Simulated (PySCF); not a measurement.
# Cl2: the SCF solver's settings

The same problem is solved with other solver options, one edit a run.

Computed with PySCF 2.14.0. Level: method and basis as typed in the scripts.

1 further run of the same task is left out (it didn't finish).

### 1 Starting geometry

Cl2: 2 atoms, charge 0, spin multiplicity 1.

Bond lengths: Cl1–Cl2 1.940 Å.

### 2 The base run

input.py

```python
from pyscf import gto, dft

mol = gto.M(
    atom='Cl 0 0 0; Cl 0 0 1.94',
    basis='sbkjc',
    ecp={'Cl': 'sbkjc'},
    charge=0,
    spin=0,
    verbose=4,
)
mf = dft.RKS(mol, xc='pbesol')
mf.kernel()
mf.stability(internal=True, external=True)
mf.dip_moment()
print('orbital energies (hartree):', mf.mo_energy[..., max(0, mol.nelec[1]-3):mol.nelec[0]+3].round(4))
```

Started as:

```bash
$ OMP_NUM_THREADS=1 python input.py
```

The log of this run is left out.

In short: E(SCF) = -29.651914 Eh, 6 cycles, μ = 0.00 D, internal stable; real -> complex stable; RHF/RKS -> UHF/UKS stable.

The bond length is a typed value, not an optimised one.

### 3 Convergence threshold 1e-07 hartree

Edit 1 changes convergence threshold: default → 1e-07 hartree.

input.py, as its differences from that of step 2:

```diff
@@ -11,2 +11,3 @@
 mf = dft.RKS(mol, xc='pbesol')
+mf.conv_tol = 1e-07
 mf.kernel()
```

Started as:

```bash
$ OMP_NUM_THREADS=1 python input.py
```

What it wrote (excerpt; [...] marks lines left out):

```text
[lines on the frontier levels of each cycle are left out]
PySCF version 2.14.0

[INPUT] verbose = 4
[INPUT] num. atoms = 2
[INPUT] num. electrons = 14
[INPUT] charge = 0
[INPUT] spin (= nelec alpha-beta = 2S) = 0
[INPUT] symmetry False subgroup None
[INPUT] Mole.unit = angstrom
[INPUT] Symbol           X                Y                Z      unit          X                Y                Z       unit  Magmom
[INPUT]  1 Cl     0.000000000000   0.000000000000   0.000000000000 AA    0.000000000000   0.000000000000   0.000000000000 Bohr   0.0
[INPUT]  2 Cl     0.000000000000   0.000000000000   1.940000000000 AA    0.000000000000   0.000000000000   3.666068681656 Bohr   0.0

nuclear repulsion = 13.3658161521031
number of shells = 8
number of NR pGTOs = 32
number of NR cGTOs = 16
basis = sbkjc
ecp = {'Cl': 'sbkjc'}

******** <class 'pyscf.dft.rks.RKS'> ********
method = RKS
initial guess = minao
damping factor = 0
level_shift factor = 0
DIIS = <class 'pyscf.scf.diis.CDIIS'>
diis_start_cycle = 1
diis_space = 8
diis_damp = 0
SCF conv_tol = 1e-07
SCF conv_tol_grad = None
SCF max_cycles = 50
direct_scf = True
direct_scf_tol = 1e-13
XC library pyscf.dft.libxc version 7.0.0
    S. Lehtola, C. Steigemann, M. J.T. Oliveira, and M. A.L. Marques.,  SoftwareX 7, 1–5 (2018)
XC functionals = pbesol
    J. P. Perdew, A. Ruzsinszky, G. I. Csonka, O. A. Vydrov, G. E. Scuseria, L. A. Constantin, X. Zhou, and K. Burke.,  Phys. Rev. Lett. 100, 136406 (2008)
    J. P. Perdew, A. Ruzsinszky, G. I. Csonka, O. A. Vydrov, G. E. Scuseria, L. A. Constantin, X. Zhou, and K. Burke.,  Phys. Rev. Lett. 100, 136406 (2008)
radial grids:
    Treutler-Ahlrichs [JCP 102, 346 (1995); DOI:10.1063/1.469408] (M4) radial grids

becke partition: Becke, JCP 88, 2547 (1988); DOI:10.1063/1.454033
pruning grids: <function nwchem_prune>
grids dens level: 3
symmetrized grids: False
atomic radii adjust function: <function treutler_atomic_radii_adjust>
small_rho_cutoff = 0
Set gradient conv threshold to 0.000316228
Initial guess from minao.
tot grids = 37760
init E= -28.6750427057286
cycle= 1 E= -29.2740620595312  delta_E= -0.599  |g|= 1.04  |ddm|= 4.16
cycle= 2 E= -29.5074619821478  delta_E= -0.233  |g|= 0.586  |ddm|= 2.72
cycle= 3 E= -29.651749590851  delta_E= -0.144  |g|= 0.0175  |ddm|= 1.13
cycle= 4 E= -29.6519094284893  delta_E= -0.00016  |g|= 0.00289  |ddm|= 0.0357
cycle= 5 E= -29.6519141590683  delta_E= -4.73e-06  |g|= 3.28e-05  |ddm|= 0.00532
cycle= 6 E= -29.6519141596672  delta_E= -5.99e-10  |g|= 3.67e-07  |ddm|= 6.21e-05
Extra cycle  E= -29.6519141596673  delta_E= -5.68e-14  |g|= 2.56e-07  |ddm|= 1.14e-06
converged SCF energy = -29.6519141596673
rhf_internal: lowest eigs of H = [0.64206795 0.64207375 1.05507337]
<class 'pyscf.dft.rks.RKS'> wavefunction is stable in the internal stability analysis

WARN: QR decomposition removed 1 vectors.

rhf_real2complex: lowest eigs of H = [0.11671677 0.11671677 0.2305513 ]
<class 'pyscf.dft.rks.RKS'> wavefunction is stable in the real -> complex stability analysis
rhf_external: lowest eigs of H = [0.08839424 0.08839425 0.20282999]
<class 'pyscf.dft.rks.RKS'> wavefunction is stable in the RHF/RKS -> UHF/UKS stability analysis
Dipole moment(X, Y, Z, Debye): -0.00000, -0.00000,  0.00000
orbital energies (hartree): [-0.3791 -0.2653 -0.2653 -0.1485  0.3138  0.3218]
```

Run time: 1.8 s. Hardware: 1 thread of Arm Neoverse V2, shared host.

This run: E(SCF) = -29.651914 Eh (no change), 6 cycles, μ = 0.00 D, internal stable; real -> complex stable; RHF/RKS -> UHF/UKS stable.

### 4 DIIS space 2

Edit 2 changes DIIS space: default → 2.

input.py, as its differences from that of step 2:

```diff
@@ -11,2 +11,3 @@
 mf = dft.RKS(mol, xc='pbesol')
+mf.diis_space = 2
 mf.kernel()
```

Started as:

```bash
$ OMP_NUM_THREADS=1 python input.py
```

What it wrote (excerpt; [...] marks lines left out):

```text
[lines on the frontier levels of each cycle are left out]
[... 27 set-up lines left out, the same as in an earlier log ...]
diis_space = 2
[... 1 set-up line left out, the same as in an earlier log ...]
SCF conv_tol = 1e-09
[... 18 set-up lines left out, the same as in an earlier log ...]
Set gradient conv threshold to 3.16228e-05
[... 2 set-up lines left out, the same as in an earlier log ...]
init E= -28.6750427057286
cycle= 1 E= -29.2740620595312  delta_E= -0.599  |g|= 1.04  |ddm|= 4.16
cycle= 2 E= -29.5074619821478  delta_E= -0.233  |g|= 0.586  |ddm|= 2.72
cycle= 3 E= -29.651749590851  delta_E= -0.144  |g|= 0.0175  |ddm|= 1.13
cycle= 4 E= -29.6518950983495  delta_E= -0.000146  |g|= 0.00588  |ddm|= 0.041
cycle= 5 E= -29.651914113515  delta_E= -1.9e-05  |g|= 0.000347  |ddm|= 0.0106
cycle= 6 E= -29.6519141376989  delta_E= -2.42e-08  |g|= 0.000236  |ddm|= 0.00103
cycle= 7 E= -29.6519141596285  delta_E= -2.19e-08  |g|= 8.36e-06  |ddm|= 0.000425
cycle= 8 E= -29.6519141596631  delta_E= -3.46e-11  |g|= 2.75e-06  |ddm|= 1.97e-05
Extra cycle  E= -29.6519141596667  delta_E= -3.65e-12  |g|= 1.02e-06  |ddm|= 6.71e-06
converged SCF energy = -29.6519141596667
rhf_internal: lowest eigs of H = [0.6420678  0.64206799 1.05507314]
<class 'pyscf.dft.rks.RKS'> wavefunction is stable in the internal stability analysis

WARN: QR decomposition removed 1 vectors.

WARN: QR decomposition removed 1 vectors.

rhf_real2complex: lowest eigs of H = [0.11671678 0.11671678 0.23055129]
<class 'pyscf.dft.rks.RKS'> wavefunction is stable in the real -> complex stability analysis
rhf_external: lowest eigs of H = [0.08839427 0.20282994 0.23228241]
<class 'pyscf.dft.rks.RKS'> wavefunction is stable in the RHF/RKS -> UHF/UKS stability analysis
Dipole moment(X, Y, Z, Debye): -0.00000, -0.00000,  0.00000
orbital energies (hartree): [-0.3791 -0.2653 -0.2653 -0.1485  0.3138  0.3218]
```

Wall time 1.7 s (1 thread of Arm Neoverse V2, shared host).

This run: E(SCF) = -29.651914 Eh (no change), 8 cycles, μ = 0.00 D, internal stable; real -> complex stable; RHF/RKS -> UHF/UKS stable.

### 5 Smearing width 0.001 hartree

Edit 3 changes smearing width: none → 0.001 hartree; step after the SCF: stability → none.

input.py, as its differences from that of step 2:

```diff
@@ -1,2 +1,2 @@
-from pyscf import gto, dft
+from pyscf import gto, dft, scf
 
@@ -11,4 +11,4 @@
 mf = dft.RKS(mol, xc='pbesol')
+mf = scf.addons.smearing_(mf, sigma=0.001, method='fermi')
 mf.kernel()
-mf.stability(internal=True, external=True)
 mf.dip_moment()
```

Started as:

```bash
$ OMP_NUM_THREADS=1 python input.py
```

What it wrote:

```text
[... 20 set-up lines left out, the same as in an earlier log ...]
******** <class 'pyscf.scf.smearing.SmearingRKS'> ********
method = SmearingRKS
[... 29 set-up lines left out, the same as in an earlier log ...]
init E= -28.6750427057286
    sigma = 0.001  Optimized mu = 0.0636550016911  entropy = -0
    Total E(T) = -29.2740620595312  Free energy = -29.2740620595312  E0 = -29.2740620595312
cycle= 1 E= -29.2740620595312  delta_E= -0.599  |g|= 0.598  |ddm|= 4.16
    sigma = 0.001  Optimized mu = -0.457548098335  entropy = -0
    Total E(T) = -29.5074619821478  Free energy = -29.5074619821478  E0 = -29.5074619821478
cycle= 2 E= -29.5074619821478  delta_E= -0.233  |g|= 0.329  |ddm|= 2.72
    sigma = 0.001  Optimized mu = -0.220295168302  entropy = -0
    Total E(T) = -29.651749590851  Free energy = -29.651749590851  E0 = -29.651749590851
cycle= 3 E= -29.651749590851  delta_E= -0.144  |g|= 0.0119  |ddm|= 1.13
    sigma = 0.001  Optimized mu = -0.222486471991  entropy = -0
    Total E(T) = -29.6519094284893  Free energy = -29.6519094284893  E0 = -29.6519094284893
cycle= 4 E= -29.6519094284893  delta_E= -0.00016  |g|= 0.0021  |ddm|= 0.0357
    sigma = 0.001  Optimized mu = -0.221959583445  entropy = -0
    Total E(T) = -29.6519141590683  Free energy = -29.6519141590683  E0 = -29.6519141590683
cycle= 5 E= -29.6519141590683  delta_E= -4.73e-06  |g|= 2.32e-05  |ddm|= 0.00532
    sigma = 0.001  Optimized mu = -0.2219703067  entropy = -0
    Total E(T) = -29.6519141596672  Free energy = -29.6519141596672  E0 = -29.6519141596672
cycle= 6 E= -29.6519141596672  delta_E= -5.99e-10  |g|= 2.08e-07  |ddm|= 6.21e-05
    sigma = 0.001  Optimized mu = -0.221970093853  entropy = -0
    Total E(T) = -29.6519141596673  Free energy = -29.6519141596673  E0 = -29.6519141596673
Extra cycle  E= -29.6519141596673  delta_E= -5.68e-14  |g|= 1.49e-07  |ddm|= 1.14e-06
converged SCF energy = -29.6519141596673
Dipole moment(X, Y, Z, Debye): -0.00000, -0.00000,  0.00000
orbital energies (hartree): [-0.3791 -0.2653 -0.2653 -0.1485  0.3138  0.3218]
```

It took 0.77 s on 1 thread of Arm Neoverse V2, shared host.

This run: E(SCF) = -29.651914 Eh (no change), 6 cycles, μ = 0.00 D.

The energy is that at the smeared occupations, without the entropy term.

### 6 All runs together

| run | E(SCF) (hartree) | from base (eV) | cycles | gap (eV) | after the SCF |
| --- | --- | --- | --- | --- | --- |
| base | -29.651914 | 0 | 6 | 3.18 | stable |
| convergence threshold 1e-07 hartree | -29.651914 | 0.0000 | 6 | 3.18 | stable |
| DIIS space 2 | -29.651914 | 0.0000 | 8 | 3.18 | stable |
| smearing width 0.001 hartree | -29.651914 | 0.0000 | 6 | n/a | n/a |

Wall time on 1 thread of Arm Neoverse V2, shared host, start-up included: base 1.8 s; convergence threshold 1e-07 hartree 1.8 s; DIIS space 2 1.7 s; smearing width 0.001 hartree 0.77 s.

Distance from each run's final energy (log10 hartree) by cycle:

| run | cycle 1 | cycle 2 | cycle 3 | cycle 5 | cycle 8 | cycle 12 |
| --- | --- | --- | --- | --- | --- | --- |
| base | -0.4 | -0.8 | -3.8 | -9.2 | done | done |
| convergence threshold 1e-07 hartree | -0.4 | -0.8 | -3.8 | -9.2 | done | done |
| DIIS space 2 | -0.4 | -0.8 | -3.8 | -7.3 | < -11 | done |
| smearing width 0.001 hartree | -0.4 | -0.8 | -3.8 | -9.2 | done | done |

With convergence threshold 1e-07 hartree or DIIS space 2 or smearing width 0.001 hartree the SCF ends at the base energy. With DIIS space 2, smearing width 0.001 hartree the path hardly changes: 6 to 8 cycles against 6.
